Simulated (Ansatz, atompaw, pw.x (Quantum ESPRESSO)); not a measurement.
**pw.x on diamond H: one setting changed**

Potential: PAW, atompaw 4.2.0.5, PBEsol; core none, reference 1s1; waves: 1s (bound): rc 1.50 bohr; 1s channel at -0.05 Ry: rc 1.50 bohr; 2p channel at -0.05 Ry: rc 1.25 bohr; local part: bessel scheme, radius 0.68 bohr; core correction: none; augmentation: sinc compensation charge, radius 1.30 bohr; PAW radius 1.50 bohr; waves and projectors: custom rrkj vanderbiltortho.

The reference run (k-mesh 15³, cutoffs 40/400 Ry, Fermi–Dirac 0.01 Ry, mixing_beta 0.4, conv_thr 1e-9, no spin) gives -0.19 GPa at 3.355 Å³/atom, where all-electron LAPW gives -0.03 GPa. This run, with its own iteration cap, changes k-mesh shift to 1.

```
&control
  calculation='scf', prefix='x', pseudo_dir='./', outdir='./tmp', tstress=.true., disk_io='none'
/
&system
  ibrav=0, nat=2, ntyp=1, ecutwfc=40, ecutrho=400, nbnd=8,
  occupations='smearing', smearing='fd', degauss=0.01
/
&electrons
  conv_thr=1e-09, mixing_beta=0.4, electron_maxstep=60
/
ATOMIC_SPECIES
H 1.0 H.UPF
CELL_PARAMETERS angstrom
  0.00000000 1.49703116 1.49703116
  1.49703116 0.00000000 1.49703116
  1.49703116 1.49703116 0.00000000
ATOMIC_POSITIONS crystal
H 0.0000 0.0000 0.0000
H 0.2500 0.2500 0.2500
K_POINTS automatic
15 15 15 1 1 1
```

```bash
pw.x < H.scf.in > H.scf.out
```

Question: How does the run end?

Answer: It converges in 7 iterations; the free energy moves by -2.3 meV/atom and the pressure by -0.18 GPa.

```
Message from routine setup:
     using ibrav=0 with symmetry is DISCOURAGED, use correct ibrav instead
     lattice parameter (alat)  =       4.0008  a.u.
     unit-cell volume          =      45.2813 (a.u.)^3
     number of electrons       =         2.00
     number of Kohn-Sham states=            8
     kinetic-energy cutoff     =      40.0000  Ry
     charge density cutoff     =     400.0000  Ry
     scf convergence threshold =      1.0E-09
     Exchange-correlation= SLA PW PSX PSC
     number of k points=   344  Fermi-Dirac smearing, width (Ry)=  0.0100
     iteration #  1     ecut=    40.00 Ry     beta= 0.40
     total energy              =      -2.20510752 Ry
     estimated scf accuracy    <       0.00529875 Ry
     iteration #  2     ecut=    40.00 Ry     beta= 0.40
     total energy              =      -2.20476609 Ry
     estimated scf accuracy    <       0.00181762 Ry
     iteration #  3     ecut=    40.00 Ry     beta= 0.40
     total energy              =      -2.20477796 Ry
     estimated scf accuracy    <       0.00000069 Ry
     iteration #  4     ecut=    40.00 Ry     beta= 0.40
     total energy              =      -2.20477848 Ry
     estimated scf accuracy    <       0.00000259 Ry
     iteration #  5     ecut=    40.00 Ry     beta= 0.40
     total energy              =      -2.20477850 Ry
     estimated scf accuracy    <          1.9E-09 Ry
     iteration #  6     ecut=    40.00 Ry     beta= 0.40
     total energy              =      -2.20477853 Ry
     estimated scf accuracy    <       0.00000002 Ry
     iteration #  7     ecut=    40.00 Ry     beta= 0.40
     the Fermi energy is     3.0356 ev
!    total energy              =      -2.20477853 Ry
     estimated scf accuracy    <          2.6E-12 Ry
     smearing contrib. (-TS)   =      -0.00013445 Ry
     convergence has been achieved in   7 iterations
          total   stress  (Ry/bohr**3)                   (kbar)     P=       -3.75
     Message from routine punch:
     Nothing written, as per user request (disk_io='none')
```

The run took about 9.5 s on one core of a shared host (Intel(R) Xeon(R) Platinum 8488C, 96 threads, 372 GiB, load 57).
